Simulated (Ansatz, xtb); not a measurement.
System: vinyl chloride, C₂H₃Cl, net charge 0, singlet state. 
Structure (B3LYP-D3(BJ)/def2-TZVP (Ansatz, a quantum-chemistry and plane-wave program) minimum search):
SMILES: C(=C)Cl
```xyz
6

C      0.0112     0.7589    -0.0124
C      1.3049     1.0233     0.0034
Cl    -0.6370    -0.8532     0.0042
H     -0.7591     1.5163    -0.0370
H      2.0529     0.2431     0.0280
H      1.6388     2.0524    -0.0084
```
Charge 0, spin multiplicity 1.

Harmonic wavenumbers from GFN2-xTB (xtb, at its own minimum), cm⁻¹: 373, 601, 694, 856, 990, 1013, 1228, 1368, 1665, 3076, 3115, 3148.

Problem. Give the harmonic wavenumbers at B3LYP-D3(BJ)/def2-TZVP (Ansatz, finite differences of forces, unscaled).

Solution. 401, 637, 707, 932, 978, 1046, 1306, 1411, 1666, 3156, 3206, 3246 cm⁻¹. Zero-point energy 26.7 kcal/mol.

Problem. From these and the geometry, give the ideal-gas thermochemistry at 298.15 K and 1 atm (rigid rotor, harmonic oscillator).

Solution. Point group Cs, rotational symmetry number 1. Rotational constants 58.01, 5.949, 5.395 GHz. S(trans) 38.32, S(rot) 22.67, S(vib) 2.00, S(elec, spin only) 0.00, S 63.0 cal/(mol K). H(298) - H(0) 2.81 kcal/mol; G - E(el) 10.7 kcal/mol. Tabulated S at 1 bar: 63.1 cal/(mol K) (CRC Handbook, as tabulated in the package chemicals); it can hold hindered rotation or other conformers, which this model lacks.
